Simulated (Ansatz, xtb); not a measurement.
**Two structures of CHBN−**

We compare a, a singlet given by its coordinates, with b, the triplet with the links of `B=C=[N-]`. Both are isolated ions in the gas phase, relaxed with PBE0-D4/def2-TZVPD.

a (Å):

```xyz
4

C     0.5371    0.1736   -0.3750
B     0.7070    1.5712    0.2278
N     0.5425   -0.8892   -0.8680
H    -0.3710    1.9330    0.6721
```

Close contacts (Å): C1–B2 1.53, C1–N3 1.17, B2–H4 1.22.

b (Å):

```xyz
4

C     0.5470    0.1242   -0.4004
B     0.5257    1.4569    0.2215
N     0.6381   -0.9359   -0.9141
H    -0.2951    2.1434    0.7499
```

**Question.** Estimate which is lower in electronic energy at CCSD(T)/def2-TZVPPD, and by roughly how much.

**Answer.** The CCSD(T)/def2-TZVPPD calculation puts structure b lower, by 15.0 kJ/mol.

Level by level:

```
              level            geometry  E(b) − E(a) (kJ/mol)  departure from the last row (kJ/mol)  job, with rough time for the two
 PBE0-D4/def2-TZVPD  PBE0-D4/def2-TZVPD                   −45.9                                 −30.9                optimisation, 17 s
     HF/def2-TZVPPD  PBE0-D4/def2-TZVPD                   −88.0                                 −73.0           part of the CCSD(T) run
    MP2/def2-TZVPPD  PBE0-D4/def2-TZVPD                    +7.2                                 +22.3           part of the CCSD(T) run
CCSD(T)/def2-TZVPPD  PBE0-D4/def2-TZVPD                   −15.0                                                      single point, 13 s
```

MP2/def2-TZVPPD puts the two in the other order. The largest departure from CCSD(T)/def2-TZVPPD is that of HF/def2-TZVPPD, 73.0 kJ/mol. Levels run at GFN2-xTB geometries aren't shown.

With harmonic frequencies from PBE0-D4/def2-TZVPD (ideal gas, rigid rotor, one conformer each, 298.15 K, 1 atm): on the last row, ΔE + ΔZPE = −14.2, ΔH = −14.3, ΔG = −15.8 kJ/mol.

Open shells are spin-unrestricted. The closed-shell singlet above a triplet ground state is poorly described by one determinant. The correlated steps freeze 3 core orbitals. ΔG holds the spin degeneracy. Programs: Ansatz 0.2.0; the last row on 2 threads of Arm Neoverse V2 on a shared host.
